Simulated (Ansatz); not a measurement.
A nudged elastic band was laid between two geometries of CH₆AlF (9 atoms, charge 0, multiplicity 1).

The calculation used RKS B3LYP/6-31G* (Ansatz).

```yaml
movable_images: 5
climbing_image: yes
spring: 5.0 eV/Å²
optimiser: quadratic models (default)
start_path: through a guess of the saddle point
force_threshold: 0.05 eV/Å
iteration_limit: 60
end_points: relaxed
```

Initial state:

```xyz
9
Properties=species:S:1:pos:R:3
Al 0.038 0.064 0.039
H 0.102 -0.231 1.657
C 1.717 -0.033 -0.974
H 1.945 -1.076 -1.237
H 1.667 0.525 -1.918
H 2.578 0.345 -0.408
H -1.392 -0.133 -0.630
F -0.066 1.970 0.834
H -0.017 1.468 1.663
```

Final state:

```xyz
9
Properties=species:S:1:pos:R:3
Al -0.039 0.397 -0.667
H 0.071 0.602 3.249
C 1.768 -0.041 -1.263
H 1.824 -1.054 -1.680
H 2.101 0.654 -2.046
H 2.498 0.032 -0.447
H -1.362 -0.397 -1.033
F -0.257 1.734 0.304
H -0.031 0.970 2.610
```

Problem. Which bonds break or form, and what moves?

Solution. Bonds broken: Al1–H2, F8–H9. Bonds formed: H2–H9. CH6AlF becomes CH4AlF + H2.

Problem. What energy profile does the band end with?

Solution. It converged. The highest image is number 1 of 0 to 6, 0.007 eV above the first end and 1.592 eV above the last; the last end lies 1.584 eV below the first. The top lies less than 8 meV above the higher end, about what the thresholds resolve: that end is a shoulder or a very shallow well. A vibrational analysis at the climbing image gives one clearly imaginary mode, 355i cm⁻¹: a first-order saddle point. The orbitals stay closed-shell, which can raise the energy where a bond breaks towards radicals; this wasn't checked here.

```json
{"image": "0", "path coordinate (Å)": "0.00", "energy (eV)": "0.000", "Al1–H2 (Å)": "1.65", "F8–H9 (Å)": "0.97", "H2–H9 (Å)": "1.70"}
{"image": "1", "path coordinate (Å)": "0.40", "energy (eV)": "0.007", "Al1–H2 (Å)": "1.69", "F8–H9 (Å)": "1.03", "H2–H9 (Å)": "1.34"}
{"image": "2", "path coordinate (Å)": "1.10", "energy (eV)": "-1.170", "Al1–H2 (Å)": "2.05", "F8–H9 (Å)": "1.72", "H2–H9 (Å)": "0.78"}
{"image": "3", "path coordinate (Å)": "1.80", "energy (eV)": "-1.549", "Al1–H2 (Å)": "2.63", "F8–H9 (Å)": "2.40", "H2–H9 (Å)": "0.74"}
{"image": "4", "path coordinate (Å)": "2.51", "energy (eV)": "-1.574", "Al1–H2 (Å)": "3.26", "F8–H9 (Å)": "2.54", "H2–H9 (Å)": "0.74"}
{"image": "5", "path coordinate (Å)": "3.21", "energy (eV)": "-1.582", "Al1–H2 (Å)": "3.66", "F8–H9 (Å)": "2.46", "H2–H9 (Å)": "0.74"}
{"image": "6", "path coordinate (Å)": "3.91", "energy (eV)": "-1.584", "Al1–H2 (Å)": "3.92", "F8–H9 (Å)": "2.44", "H2–H9 (Å)": "0.74"}
```

Problem. What is the geometry of the highest image?

Solution. 
```xyz
9
Properties=species:S:1:pos:R:3
Al 0.023 0.173 -0.013
H 0.090 -0.127 1.650
C 1.716 -0.017 -0.977
H 1.973 -1.080 -1.090
H 1.669 0.407 -1.987
H 2.554 0.459 -0.453
H -1.416 -0.072 -0.634
F -0.048 1.942 0.905
H 0.012 1.214 1.627
```

Run time: 2.9 min on 1 thread of Arm Neoverse V1, with other jobs on the host, peak memory 0.12 GiB.
